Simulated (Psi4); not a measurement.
# A workflow on AlH2F (SMILES [F][AlH2])

We compute a series of 10 runs (PBE-D4/def2-SVP, PBE0-D4/def2-TZVP, PBE-D4/def2-TZVPP, r2SCAN-D4/def2-TZVPP, B3LYP-D4/def2-TZVPP, PBE0-D4/def2-TZVPP, wB97M-V/def2-TZVPP, CCSD(T)/def2-TZVPP, and more) of AlH2F. 

Program for the calculation: Psi4 1.11.

## Step 1: The molecule

AlH2F has 4 atoms, charge 0, and is taken as a singlet. SMILES: `[F][AlH2]`. Geometry: a GFN2-xTB, rattled relaxation, a rough one for these elements and not checked as a minimum. The run starts from this shape.

Bond lengths: F1–Al2 1.599 Å, Al2–H3 1.564 Å, Al2–H4 1.569 Å. Angles: F1–Al2–H3 118.7°, F1–Al2–H4 120.3°, H3–Al2–H4 120.5°.

## Step 2: A structure relaxation at PBE-D4/def2-SVP (density fitting) (run 1)

Input file input.inp:

```
memory 3300 mb

molecule system {
  0 1
  F     -0.356419    -0.032455     1.540049
  Al     0.059332    -0.029321    -0.004056
  H     -0.399071    -1.220256    -0.908635
  H      0.751435     1.229632    -0.634736
  units angstrom
  symmetry c1
}

set {
  basis def2-SVP
  scf_type df
  geom_maxiter 60
  max_force_g_convergence 0.0005
}

E, wfn = optimize("pbe-d4", return_wfn=True)
print_variables()
```

Command:

```console
$ psi4 -i input.inp -o input.out -n 2
```

input.out:

```text
[...]
  Running in c1 symmetry.
[...]
  Nuclear repulsion =   51.177940588062924
[...]
  Multiplicity = 1
[...]
  Nalpha       = 12
  Nbeta        = 12
[...]
    Number of basis functions: 42
[...]
   @DF-RKS iter   1:  -343.02790037967901   -3.61732e-01   1.15814e-02 ADIIS/DIIS
[...]
   @DF-RKS iter   6:  -343.12576187039019   -6.82121e-13   2.98963e-09 DIIS
[...]
    Orbital Energies [Eh]
    ---------------------
    Doubly Occupied:
       1A    -55.401405     2A    -24.221881     3A     -3.958148
       4A     -2.569702     5A     -2.562241     6A     -2.558936
       7A     -1.009567     8A     -0.400498     9A     -0.337684
      10A     -0.336147    11A     -0.331479    12A     -0.270687
[...]
  @DF-RKS Final Energy:  -343.12576187039019
   => Energetics <=
    Nuclear Repulsion Energy =             49.0724886699449812
    One-Electron Energy =                -575.4265638662766378
    Two-Electron Energy =                 212.8449601521798229
    DFT Exchange-Correlation Energy =     -29.6154581440866380
    Empirical Dispersion Energy =          -0.0011886821517402
    VV10 Nonlocal Energy =                  0.0000000000000000
    Total Energy =                       -343.1257618703901926
[...]
 Multipole Moments:
 ------------------------------------------------------------------------------------
     Multipole            Electronic (a.u.)      Nuclear  (a.u.)        Total (a.u.)
 ------------------------------------------------------------------------------------
 L = 1.  Multiply by 2.5417464519 to convert [e a0] to [Debye]
 Dipole X            :         -0.5455588            0.6534318            0.1078730
 Dipole Y            :         -0.0259711            0.0306207            0.0046496
 Dipole Z            :          2.3877002           -2.8581966           -0.4704964
 Magnitude           :                                                    0.4827267
[...]
  -Total Gradient:
     Atom            X                  Y                   Z
    ------   -----------------  -----------------  -----------------
       1       -0.000005335937     0.000008336845     0.000013995270
       2        0.000030182182    -0.000026821585    -0.000096259551
       3        0.000026313546     0.000059291332    -0.000020920799
       4       -0.000019990071    -0.000039411578    -0.000032198598
[...]
    Final optimized geometry and variables:
    Molecular point group: c1
    Full point group: C1
    Geometry (in Angstrom), charge = 0, multiplicity = 1:
    F           -0.233207658627    -0.010777890233     1.019490557622
    AL           0.141701728836     0.006532657263    -0.619399686782
    H           -0.298077214630    -1.265676951464    -1.468650324786
    H            0.900604879115     1.293957217709    -1.167061266971
  Variable Map:
  ----------------------------------------------------------------------------
  "CURRENT ENERGY"                                 =>    -343.125761870390
  "CURRENT REFERENCE ENERGY"                       =>    -343.125761870390
  "DD SOLVATION ENERGY"                            =>       0.000000000000
  "DFT FUNCTIONAL TOTAL ENERGY"                    =>    -343.124573188238
[...]
```

On the terminal:

```text
Optimizer: Optimization complete!
```

Wall time 77 s (2 threads of AMD EPYC (Zen 3), shared host); peak memory 0.38 GiB.

Step by step:

```
step  energy from the first frame kept (eV)  largest force (eV/Å)
   0                                 0.0000                2.8444
   1                                -0.1180                0.9681
   2                                -0.0482                1.1866
   3                                -0.1209                0.4850
   4                                -0.1397                0.0929
   5                                -0.1402                0.0335
   6                                -0.1403                0.0054
```

After the run. Bond lengths: F1–Al2 1.681 Å, Al2–H3 1.592 Å, Al2–H4 1.592 Å. Angles: F1–Al2–H3 116.8°, F1–Al2–H4 116.7°, H3–Al2–H4 126.5°.

## Step 3: A structure relaxation at PBE0-D4/def2-TZVP (density fitting) (run 2)

Input file input.inp:

```
memory 3300 MB

molecule {
  0 1
  F     -0.333538    -0.039911     1.594410
  Al     0.041372    -0.022601    -0.044480
  H     -0.398407    -1.294810    -0.893731
  H      0.800275     1.264824    -0.592142
  symmetry c1
}

set basis def2-TZVP
set reference rks
set scf_type df
set geom_maxiter 50
set max_force_g_convergence 0.0002

E, wfn = optimize("pbe0-d4", return_wfn=True)
print_variables()
```

Command:

```console
$ psi4 input.inp input.out -n 2
```

input.out:

```text
[...]
  Running in c1 symmetry.
[...]
  Nuclear repulsion =   49.072490415830117
[...]
  Multiplicity = 1
[...]
  Nalpha       = 12
  Nbeta        = 12
[...]
    Number of basis functions: 80
[...]
   @DF-RKS iter   1:  -343.28660942431281   -5.48701e-01   6.35832e-03 DIIS/ADIIS
[...]
   @DF-RKS iter   7:  -343.36775665057098   -4.54747e-13   1.67357e-09 DIIS
[...]
    Orbital Energies [Eh]
    ---------------------
    Doubly Occupied:
       1A    -56.167299     2A    -24.731009     3A     -4.198806
       4A     -2.733961     5A     -2.726974     6A     -2.724489
       7A     -1.174331     8A     -0.484791     9A     -0.426057
      10A     -0.425296    11A     -0.394174    12A     -0.323113
[...]
  @DF-RKS Final Energy:  -343.36775665057098
   => Energetics <=
    Nuclear Repulsion Energy =             49.9044903539152429
    One-Electron Energy =                -577.5725254672964866
    Two-Electron Energy =                 206.7614601845569098
    DFT Exchange-Correlation Energy =     -22.4601958502306189
    Empirical Dispersion Energy =          -0.0009858715159780
    VV10 Nonlocal Energy =                  0.0000000000000000
    Total Energy =                       -343.3677566505709819
[...]
 Multipole Moments:
 ------------------------------------------------------------------------------------
     Multipole            Electronic (a.u.)      Nuclear  (a.u.)        Total (a.u.)
 ------------------------------------------------------------------------------------
 L = 1.  Multiply by 2.5417464519 to convert [e a0] to [Debye]
 Dipole X            :         -0.5282963            0.6462811            0.1179848
 Dipole Y            :         -0.0234138            0.0299291            0.0065154
 Dipole Z            :          2.2991309           -2.8236819           -0.5245511
 Magnitude           :                                                    0.5376957
[...]
  -Total Gradient:
     Atom            X                  Y                   Z
    ------   -----------------  -----------------  -----------------
       1        0.000013489852    -0.000012545543     0.000057632499
       2       -0.000024004065     0.000043786522    -0.000283183795
       3        0.000002430698    -0.000044419971     0.000060862771
       4        0.000029848814     0.000014347935     0.000068249634
[...]
    Final optimized geometry and variables:
    Molecular point group: c1
    Full point group: C1
    Geometry (in Angstrom), charge = 0, multiplicity = 1:
    F           -0.228335022370    -0.010983257859     1.001137466035
    AL           0.138491177143     0.006706128251    -0.607598245696
    H           -0.294209458792    -1.251482639161    -1.451877923954
    H            0.890836611123     1.278990095481    -1.153810206471
  Variable Map:
  ----------------------------------------------------------------------------
  "CURRENT ENERGY"                                  =>    -343.367756650571
  "CURRENT REFERENCE ENERGY"                        =>    -343.367756650571
  "DD SOLVATION ENERGY"                             =>       0.000000000000
  "DFT FUNCTIONAL TOTAL ENERGY"                     =>    -343.366770779055
[...]
```

On the terminal:

```text
Optimizer: Optimization complete!
```

Wall time 71 s (2 threads of AMD EPYC (Zen 3), shared host); peak memory 0.48 GiB.

Steps, from the record of the run:

```
step  energy from the first frame kept (eV)  largest force (eV/Å)
   0                                 0.0000                0.8349
   1                                -0.0161                0.2791
   2                                -0.0152                0.1445
   3                                -0.0077                0.5709
   4                                -0.0149                0.1592
   5                                -0.0173                0.0148
```

After the run. Bond lengths: F1–Al2 1.650 Å, Al2–H3 1.576 Å, Al2–H4 1.576 Å. Angles: F1–Al2–H3 116.9°, F1–Al2–H4 116.9°, H3–Al2–H4 126.2°.

Runs 3 to 7 aren't shown in full; the table further down has their settings and results.

## Step 4: The energy at wB97M-V/def2-TZVPP (density fitting) (run 8)

Input file input.inp:

```
memory 3.3 GB

molecule molecule1 {
  0 1
  F     -0.328665    -0.040117     1.576057
  Al     0.038161    -0.022427    -0.032679
  H     -0.394539    -1.280616    -0.876958
  H      0.790507     1.249857    -0.578891
  symmetry c1
}

set {
  basis                def2-TZVPP
  scf_type             df
  dft_radial_points    99
  dft_spherical_points 590
  dft_vv10_postscf     true
}

energy_value = energy('wb97m-v')
print_variables()
```

Command:

```console
$ psi4 -i input.inp -o input.out -n 2
```

input.out:

```text
[...]
  Running in c1 symmetry.
[...]
  Nuclear repulsion =   49.904484817274970
[...]
  Multiplicity = 1
[...]
  Nalpha       = 12
  Nbeta        = 12
[...]
    Number of basis functions: 101
[...]
   @DF-RKS iter   1:  -343.56942801946246   -7.09650e-01   4.72045e-03 DIIS/ADIIS
[...]
   @DF-RKS iter   7:  -343.63805628120417   -5.20637e-08   2.90447e-07 DIIS
[...]
    Orbital Energies [Eh]
    ---------------------
    Doubly Occupied:
       1A    -56.327575     2A    -24.867500     3A     -4.312225
       4A     -2.830511     5A     -2.823981     6A     -2.821753
       7A     -1.280391     8A     -0.584555     9A     -0.525455
      10A     -0.523904    11A     -0.485715    12A     -0.408035
[...]
  @DF-RKS Final Energy:  -343.53596287700350
   => Energetics <=
    Nuclear Repulsion Energy =             49.9044848172749695
    One-Electron Energy =                -577.4128896748238731
    Two-Electron Energy =                 206.2291972282012296
    DFT Exchange-Correlation Energy =     -22.3588456326183547
    Empirical Dispersion Energy =           0.0000000000000000
    VV10 Nonlocal Energy =                  0.1020903849625166
    Total Energy =                       -343.5359628770035556
[...]
 Multipole Moments:
 ------------------------------------------------------------------------------------
     Multipole            Electronic (a.u.)      Nuclear  (a.u.)        Total (a.u.)
 ------------------------------------------------------------------------------------
 L = 1.  Multiply by 2.5417464519 to convert [e a0] to [Debye]
 Dipole X            :         -0.5323369            0.6462821            0.1139452
 Dipole Y            :         -0.0235842            0.0299295            0.0063453
 Dipole Z            :          2.3166361           -2.8236816           -0.5070455
 Magnitude           :                                                    0.5197296
[...]
```

Run time: 50 s. Hardware: 2 threads of AMD EPYC (Zen 3), shared host; peak memory 1.6 GiB.

Run 9 isn't shown in full; the table further down has it.

## Step 5: A single-point energy at MP2/def2-QZVPP (density fitting, density fitting for correlation) (run 10)

Input file input.inp:

```
memory 3300 mb

molecule m {
  0 1
  F     -0.328665    -0.040117     1.576057
  Al     0.038161    -0.022427    -0.032679
  H     -0.394539    -1.280616    -0.876958
  H      0.790507     1.249857    -0.578891
  units angstrom
  symmetry c1
}

set {
  basis def2-QZVPP
  scf_type df
  num_frozen_docc 6
}

energy_value, wavefunction = energy('mp2', return_wfn=True)
```

Command:

```console
$ psi4 -i input.inp -o input.out -n 2
```

input.out:

```text
[...]
  Running in c1 symmetry.
[...]
  Nuclear repulsion =   49.904484817274970
[...]
  Multiplicity = 1
[...]
  Nalpha       = 12
  Nbeta        = 12
[...]
    Number of basis functions: 187
[...]
   @DF-RHF iter   1:  -342.59877230988093   -8.95683e-01   2.12933e-03 DIIS/ADIIS
[...]
   @DF-RHF iter   9:  -342.64955701488299   -2.06342e-11   4.78867e-09 DIIS
[...]
    Orbital Energies [Eh]
    ---------------------
    Doubly Occupied:
       1A    -58.494424     2A    -26.249213     3A     -4.907055
       4A     -3.223338     5A     -3.221111     6A     -3.219875
       7A     -1.537186     8A     -0.679745     9A     -0.626171
      10A     -0.621243    11A     -0.529674    12A     -0.443834
[...]
  @DF-RHF Final Energy:  -342.64955701488299
   => Energetics <=
    Nuclear Repulsion Energy =             49.9044848172749695
    One-Electron Energy =                -577.6023470865683294
    Two-Electron Energy =                 185.0483052544103941
    Total Energy =                       -342.6495570148830438
[...]
 Multipole Moments:
 ------------------------------------------------------------------------------------
     Multipole            Electronic (a.u.)      Nuclear  (a.u.)        Total (a.u.)
 ------------------------------------------------------------------------------------
 L = 1.  Multiply by 2.5417464519 to convert [e a0] to [Debye]
 Dipole X            :         -0.5161639            0.6462821            0.1301182
 Dipole Y            :         -0.0227027            0.0299295            0.0072268
 Dipole Z            :          2.2448370           -2.8236816           -0.5788446
 Magnitude           :                                                    0.5933330
[...]
```

It took 14 s on 2 threads of AMD EPYC (Zen 3), shared host; peak memory 0.39 GiB.

## Step 6: All runs side by side

```
run                                                                  level  geom maxiter  max force g convergence  energy (Eh)  dipole moment (D)  HOMO energy (eV)  LUMO energy (eV)  wall time
  1                                      PBE-D4/def2-SVP (density fitting)            60                   0.0005  -343.125762               1.23             -7.37             -2.07       77 s
  2                                    PBE0-D4/def2-TZVP (density fitting)            50                   0.0002  -343.367757               1.37             -8.79             -1.37       71 s
  3                                    PBE0-D4/def2-TZVP (density fitting)             –                        –      timeout                  –                 –                 –    3.3 min
  4                                    PBE-D4/def2-TZVPP (density fitting)             –                        –  -343.343540               1.27             -7.45             -2.14       33 s
  5                                 r2SCAN-D4/def2-TZVPP (density fitting)             –                        –  -343.512056               1.28             -7.79             -1.75       49 s
  6                                  B3LYP-D4/def2-TZVPP (density fitting)             –                        –  -343.614373               1.35             -8.62             -1.62       23 s
  7                                   PBE0-D4/def2-TZVPP (density fitting)             –                        –  -343.368211               1.36             -8.79             -1.37       24 s
  8                                   wB97M-V/def2-TZVPP (density fitting)             –                        –  -343.535963               1.32            -11.10              0.17       50 s
  9  CCSD(T)/def2-TZVPP (density fitting, density fitting for correlation)             –                        –  -342.998118                  –            -12.07              1.21    1.8 min
 10      MP2/def2-QZVPP (density fitting, density fitting for correlation)             –                        –  -343.018241                  –            -12.08              0.87       14 s
```

## Step 7: Results

| quantity | value |
| --- | --- |
| run 10, MP2/def2-QZVPP: total energy | -343.01824 Eh |
| run 10, MP2/def2-QZVPP: HOMO energy (Hartree–Fock orbitals) | -12.08 eV |
| run 10, MP2/def2-QZVPP: LUMO energy (Hartree–Fock orbitals) | 0.87 eV |
| run 10, MP2/def2-QZVPP: HOMO–LUMO gap (Hartree–Fock orbitals) | 12.94 eV |
| run 10, MP2/def2-QZVPP: correlation energy (6 core orbitals frozen) | -368.7 mEh |

**Reading.** Over runs 4, 5, 6, 7, 8 the dipole moment (its size) runs from 1.27 D (PBE-D4/def2-TZVPP) to 1.36 D (PBE0-D4/def2-TZVPP). Over runs 4, 5, 6, 7, 8 the HOMO–LUMO gap runs from 5.31 eV (PBE-D4/def2-TZVPP) to 11.27 eV (wB97M-V/def2-TZVPP). Totals of different functionals can't be ranked against each other. All runs together took 11 min, the longest 3.3 min. 1 of the 10 runs did not end normally.
